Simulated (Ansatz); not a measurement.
Basis-set extrapolation for H4NOPS, SMILES `NP(O)S` (PBE0-D4/def2-TZVP geometry, frozen core, Ansatz). Multiplicity 1, RHF reference.

|  | def2-TZVPP | def2-QZVPP |
| --- | --- | --- |
| HF | -870.044849 | -870.073447 |
| MP2 correlation | -0.783807 | -0.848943 |
| CCSD(T) correlation | -0.853747 | not run |

Energies in hartree. Use E(X) = E(∞) + A·exp(−7.88·√X) for Hartree–Fock and E(X) = E(∞) + B·X^(−2.97) for correlation, with X = 3 and 4, and add CCSD(T) minus MP2 of the smaller set to the MP2 limit.

**Question.** What is the CCSD(T) energy at the basis-set limit?

**Answer.** HF limit: -870.073447 + (-0.028598) × 0.13774 = -870.07739. MP2 limit: -0.848943 + (-0.065136) × 0.74074 = -0.89719. Higher-order term: -0.853747 − (-0.783807) = -0.06994. Total: -871.04452 hartree, 383.1 kJ/mol below CCSD(T)/def2-TZVPP.
